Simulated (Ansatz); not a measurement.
CH8Si2 (SMILES [SiH3]C[SiH3]): methods side by side

The species is CH8Si2 (11 atoms), meant as a singlet with charge 0. SMILES: `[SiH3]C[SiH3]`. Geometry: optimised at r2SCAN/def2-SVP.

Quantity: the adiabatic ionisation energy (to the doublet cation, shapes relaxed at r2SCAN/def2-SVP, no zero-point term), in eV. The values are calculated.

```csv
level,kind,program,value (eV)
HF/def2-SVP,Hartree–Fock,Ansatz,9.37
SVWN5/def2-SVP,LDA,Ansatz,9.86
PBE/def2-SVP,GGA,Ansatz,9.74
r2SCAN/def2-SVP,meta-GGA,Ansatz,9.87
PBE0-D4/def2-SVP,global hybrid,Ansatz,10.00
CAM-B3LYP/def2-SVP,range-separated hybrid,Ansatz,10.09
B2PLYP/def2-SVP,double hybrid,Ansatz,9.99
RPA@PBE/def2-SVP,RPA,Ansatz,10.03
```

The values span 9.37 to 10.09 eV.
